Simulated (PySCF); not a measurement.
Spectrum to structure. Level of theory: TDDFT wB97X-D/def2-SVPD, vertical, gas phase, core orbitals frozen in the response in PySCF 2.14.0, density-fitted response routines. Geometries: GFN2-xTB, one conformer each.

```tsv
state	E (eV)	f
S1	5.30	0.0020
S2	7.40	0.013
S3	8.14	0.228
S4	8.52	0.049
S5	8.58	0.076
S6	8.62	0.012
S7	8.71	0.030
S8	8.79	0.016
```

Triplets computed (Tamm–Dancoff): 4.54, 5.38, 7.17 eV.

Question: Which candidate is it? All have the formula C5H11N.
A. `[H]/N=C/CCCC`
B. `C=CCNCC`
C. `CN[C@@H]1C[C@@H]1C`

Answer: A. Its S1, at 5.30 eV, is the lowest among the candidates; the nearest of the others has S1 at 5.88 eV. S1 is HOMO→LUMO (94%). Löwdin shares by element: HOMO nitrogen 59%, carbon 23% or more, hydrogen 8% or more; LUMO carbon 41% or more, nitrogen 33%, hydrogen 6% or more (atoms not listed hold the other 20%). At the same level the other candidates give, for their lowest levels:
- `C=CCNCC`: 5.88 eV (f 0.050); 6.65 eV (f 0.002); 7.13 eV (f 0.014); 7.30 eV (f 0.008); 7.54 eV (f 0.028); T1 4.59 eV; HOMO -8.23, LUMO 1.99 eV
- `CN[C@@H]1C[C@@H]1C`: 6.45 eV (f 0.006); 7.25 eV (f 0.041); 7.43 eV (f 0.013); 7.70 eV (f 0.030); 8.14 eV (f 0.003); T1 6.29 eV; HOMO -8.32, LUMO 2.49 eV

Shape of the structure used: `[H]/[N:6]=[CH:5]/[CH2:4][CH2:3][CH2:2][CH3:1]`: C1–C2–C3–C4 178°, C2–C3–C4–C5 -65°, C3–C4–C5–N6 127°.
